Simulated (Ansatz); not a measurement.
**B2H, quartet: the ladder up to full CI**

Geometry: a point of a breathe scan, not a stationary point.

```xyz
3

B     0.0000    0.0000    0.1697
B     0.0000    0.0000   -2.0927
H     0.0000    0.0000    1.9230
```

Basis 6-31G; Ansatz 0.2.0. Correlated methods freeze the noble-gas cores, which leaves 7 electrons in 18 orbitals. Prefix R: restricted or restricted open-shell reference; prefix U: unrestricted. Active spaces: pair = (5e, 5o) about the gap; valence = (7e, 9o) chosen from the atoms' valence shells.

Full CI is exact within this basis and frozen core; it isn't the basis-set limit. The frozen core follows each run's orbitals, which can shift R against U totals by a few meV.

Unrestricted rows (U) aren't spin-pure: their determinants' ⟨S²⟩ exceeds S(S+1) by up to 0.14, so they mix in states of higher spin. Coupled cluster chose its determinant by a search with trial CCSD, here up to 0.64 eV above the lowest Hartree–Fock solution of its kind.

The UHF ⟨S²⟩ is 3.889 and the T1 diagnostic (RCCSD) is 0.0633. The largest doubles amplitude (RCCSD) is 0.211 and the T1 diagnostic (UCCSD) is 0.1397.

```csv
level,E − E(determinant under the R cluster runs) (eV)
UHF,-0.9942
UMP2,-2.5983
RCCSD*,-4.0876
UCCSD*,-4.1241
RCCSD(T)*,-4.3133
UCCSD(T)*,-4.3138
```

Q: Estimate how far full CI in 6-31G lies from RCCSD(T). The table doesn't fix it; the size of (T) and the diagnostics are the guide.

A: Full CI in 6-31G lies 2.87 kcal/mol below RCCSD(T), which is 55 % of the (T) step (-5.21 kcal/mol). T1 is raised, a doubles amplitude is large, and the rest is a large part of (T). The miss exceeds 1 kcal/mol.

The other levels:

```
                   level  E − E(full CI) (kcal/mol)  share of correlation (%)  wall time
                BCCD(T)*                       3.25                     96.82      1.6 s
                 RCCSDT*                       1.38                     98.65          –
                  UCCSDT                       0.91                     99.11          –
              RCCSDT(Q)*                       0.52                     99.49      3.4 s
               UCCSDT(Q)                       0.17                     99.83      2.9 s
                RCCSDTQ*                       0.13                     99.87       16 s
                 UCCSDTQ                       0.10                     99.90       17 s
  CASSCF (valence space)                      13.80                     86.52          –
  NEVPT2 (valence space)                       4.11                     95.98      2.1 s
  MRCISD (valence space)                       0.38                     99.63          –
MRCISD+Q (valence space)                       0.16                     99.84      3.4 s
```

An asterisk marks runs whose energy the program itself flagged as in doubt.

The correlation energy at full CI, counted from the determinant under the R cluster runs, is -4.438 eV. That run took 7 s on 1 thread of Arm Neoverse V2, shared host over 331,072 determinants.

Run but not shown, since their state, orbitals or frozen core can't be matched to the reference's or they repeat it: RHF, RMP2, CISD, CISDTQ, CASSCF (pair space), NEVPT2 (pair space), MRCISD (pair space), MRCISD+Q (pair space).

Times hold each run's SCF and search for its determinant on a shared host, so for small cases they say little of a method's own cost; they ran on 1 thread of Arm Neoverse V2.

The full-CI state has the irrep A2 of C2v, in the program's axes (one component, if the state is degenerate).

Natural occupations of full CI about the gap: 1.905 1.862 1.006 0.920 0.920 0.112 0.106 0.106 0.041 0.005; effectively unpaired electrons, Σ n²(2−n)², 3.20.
